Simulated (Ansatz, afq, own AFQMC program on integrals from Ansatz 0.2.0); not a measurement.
**Where AFQMC and coupled cluster stand for Re, octet**

A free Re atom.

Basis def2-TZVPP with its core potentials. Noble-gas cores (and the filled d shells of Ga–Kr and In–Xe) are frozen. AFQMC by an in-house program on the Cholesky factors that Ansatz 0.2.0 writes for its CCSD(T) run. ph-AFQMC/CISD is guided by a CISD state made of CCSD amplitudes; releasing the constraint for a short imaginary time cuts its bias at the price of noise, slowly where states lie close. Free projection: walkers drawn from exp(T), propagated without any constraint. Its projection time is finite, and what remains of the start isn't in its error. Error bars are statistical, one sigma. No spin–orbit coupling. The metal's outer-core s and p shells are frozen, which shifts wave-function levels against functionals.

Determinant: UHF, the one that the program's search chose, which needn't be the lowest solution.

No full CI on the walks' own integrals is used here; CCSDT(Q) serves as the reference and is uncertain by about the last step of the cluster series.

Cautions: no spin-orbit coupling; outer-core shells of the metal frozen; another spin lies lower (by 2.51 eV).

- T1 diagnostic: 0.0065
- weight of the determinant in the CISD state: 0.963
- ⟨S²⟩ of the determinant: 15.753
- size of the correlated space: 7 electrons in 52 orbitals

```tsv
level	correlation energy (eV)
MP2	-2.1795
CCSD	-2.3905
CCSD(T)	-2.4380
```

Estimate where AFQMC with the constraint released lies against CCSD(T) on the same integrals.

0.11 ± 0.02 kcal/mol below CCSD(T).

Reference: CCSDT(Q), correlation energy -2.443 eV. The released energy is read at 4.20 1/Eh (meV from the phaseless value at times in 1/Eh: -4.7 ± 1.1 at 0.60, -3.9 ± 0.5 at 1.20, -3.2 ± 0.4 at 2.00, -4.8 ± 0.7 at 3.00, -3.9 ± 0.9 at 4.20).

```tsv
level	E − E(reference) (kcal/mol)	share of correlation (%)
CCSD(T)	0.13	99.78
CCSDT	0.02	99.97
ph-AFQMC/HF	0.53 ± 0.30	99.06
ph-AFQMC/CISD	0.11 ± 0.06	99.81
released AFQMC	0.02 ± 0.02	99.97
free AFQMC	0.00 ± 0.01	99.99
```

Free projections are given only where their last times agree within the noise and don't stop above the reference; a slow remainder of the start can still hide under it. A walk keeps the symmetry of its determinant, which the program's search chose and which needn't be the lowest solution, so a lower state of the same spin and another symmetry isn't excluded. Released energies are given only where the last usable release times agree within the noise; a slower fall can still hide under it.
